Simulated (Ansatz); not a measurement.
A made-up structure of BSiH4O (charge -1), closed shell:

O1  (-1.332, -1.438, 1.203)
B2  (-0.542, -1.192, 0.234)
Si3  (0.295, 0.718, -0.098)
H4  (-1.890, -1.996, 1.767)
H5  (1.810, 0.757, -0.109)
H6  (-0.062, 1.831, 0.858)
H7  (-0.017, 1.324, -1.452)
(Å)

It is relaxed with PBE-D4/def2-SVPD and then PBE0-D4/def2-TZVPD (Ansatz 0.2.0). Atoms count as bonded within 1.22 times the sum of their covalent radii (H–H: 0.88 Å). The end point is not checked to be a true minimum.

Task: Does its bonding change? (Judge from chemistry; the calculation decides.)

Result: The calculation gives: No: no bond forms or breaks.

Where it ends: The first stage lowers the energy by 1.07 eV in 11 steps. It ends as BSiH₄O ([OH][B][SiH3]), total charge -1:
```csv
atom,x (Å),y (Å),z (Å)
O1,-1.4101,-1.2700,1.3934
B2,-0.5686,-1.1586,0.2935
Si3,0.2386,0.7545,-0.0048
H4,-1.7064,-2.1791,1.4171
H5,1.7390,0.6058,-0.0510
H6,0.0766,2.0799,0.7672
H7,-0.1069,1.1730,-1.4122
```

The highest PBE0 orbital of the anion lies well above zero, so the extra electron may be unbound in the gas phase

Labels in which every atom is bracketed show which atoms are joined, not bond orders.

For scale, one of the runs: PBE0-D4/def2-TZVPD relaxation, 156 basis functions, launched by `ansatz run in.yaml --threads 2 --pin off --events-out ev --progress --plain --max-ram 4352MiB`. Hardware: 2 CPU threads of an Intel Xeon Platinum 8375C, shared host. Wall time about 16 s.
